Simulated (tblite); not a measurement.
C₅H₃O (doublet state).
Numbering: `[C:1]#[C:2][C:3]([CH3:4])=[C:5]=[O:6]` (hydrogens: H7, H8, H9 on C4)

Computed geometry: GFN2-xTB, gas phase. This method treats the open shell by occupation alone, without spin polarisation.

Q: List the bond lengths, angles and torsions at this level.

A: 
```
               bond  length (Å)   order
              C1≡C2       1.228  triple
              C2–C3       1.416  single
              C3–C4       1.497  single
              C3=C5       1.318  double
              C5=O6       1.158  double
C4–H7, C4–H8, C4–H9       1.089  single
```

Bonds in one row agree within 0.01 Å and their mean is given. Orders are formal, as drawn. A selection of angles:
```
   angle  degrees
C1–C2–C3    158.4
C2–C3–C4    121.3
C2–C3–C5    111.6
C4–C3–C5    127.1
C3–C4–H7    109.8
C3–C4–H8    110.8
H7–C4–H8    109.7
H7–C4–H9    107.9
C3–C5–O6    173.5
```

Torsions: C1–C2–C3–C4 -77° (synclinal). The mirror-image conformer, all signs reversed, is as good.

C2 (carbon bonded to 2 C) is bent (angle 158.4°). C3 (carbon bonded to 3 C) is planar (angles 127.1°, 121.3° and 111.6°, sum 360.0°, 0.02 Å off the plane of its three neighbours). The 4 C–C bonds span 1.228 Å (C1≡C2, drawn triple) to 1.497 Å (C3–C4, drawn single), a spread of 0.269 Å.

Point group: near Cs, missed by 0.37 Å at most; the miss may be what the optimiser left on a soft mode. Its GFN2-xTB frequencies are all real (lowest 55 cm⁻¹). 2 starts were optimised and ended at 0.00 and 0.12 kcal/mol (GFN2-xTB); the lowest of these is shown.
